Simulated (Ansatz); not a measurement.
Level of theory: Ansatz (a program for electronic structure) with frozen-core CCSD(T)/cc-pVTZ // PBE-D3(BJ)/def2-SVP. The geometry is that of the parent before the electron was removed.

Ansatz 0.2 input:
```yaml
crystal:
  periodic: [false, false, false]
  atoms:
    - { symbol: O, position_ang: [0.00939, 0.408545, -0.000001] }
    - { symbol: H, position_ang: [-0.762288, -0.186862, 0.000003] }
    - { symbol: H, position_ang: [0.752898, -0.221685, -0.000002] }
basis:
  gaussian: { orbitals: cc-pVTZ }
correlation:
  method: ccsd_t
total_charge: 1
magnetization:
  spin_polarized: true
  initial_magnetization: 1
```

Output:

```
Functional definition: HF
340 factors; integrals over basis functions are off by at most 7.1e-4 eV
mean field evaluation 1: about -2056.4117 eV, gradient 2.8e1 eV
mean field evaluation 2: about -2056.4114 eV, gradient 2.8e1 eV
mean field evaluation 4: about -2058.7040 eV, gradient 1.2e0 eV
mean field evaluation 8: about -2058.7137 eV, gradient 7.4e-4 eV
mean field evaluation 16: about -2058.7137 eV, gradient 2.6e-6 eV
mean field evaluation 32: about -2056.3492 eV, gradient 2.9e-1 eV
mean field -2058.71373386 eV, -75.6563342731 hartree, gradient 2.6e-6 eV, S^2 0.757193; 1 other end points of the search recorded, 0 dependent functions left out
determinant -2058.71373386 eV, -75.6563342731 hartree, with singles and doubles -2064.55596635 eV, -75.8710323569 hartree
determinant -2056.34997489 eV, -75.5694677333 hartree, with singles and doubles -2062.20815224 eV, -75.7847517798 hartree
1 core orbitals not correlated
reference -2058.71373386 eV, -75.6563342731 hartree; 4, 3 occupied and 53, 54 virtual orbitals, 340 factors
second order -5.38663411 eV of doubles, -0.00000000 eV of singles
cycle   1  -5.79326864 eV  change   -5.6e-1 eV  update   1.2e-2
cycle   2  -5.80554930 eV  change   -1.2e-2 eV  update   2.6e-3
cycle   3  -5.80629667 eV  change   -7.5e-4 eV  update   9.8e-4
cycle   4  -5.80658829 eV  change   -2.9e-4 eV  update   3.4e-4
cycle   5  -5.80671116 eV  change   -1.2e-4 eV  update   1.0e-4
cycle   6  -5.80673659 eV  change   -2.5e-5 eV  update   2.9e-5
cycle   7  -5.80675541 eV  change   -1.9e-5 eV  update   9.0e-6
cycle   8  -5.80675847 eV  change   -3.1e-6 eV  update   3.1e-6
perturbative correction -0.13228806 eV, -0.0048614965 hartree
Total energy: -2064.65278039 eV, -75.8745902073 hartree
```

Cost: very roughly 3 core-seconds.
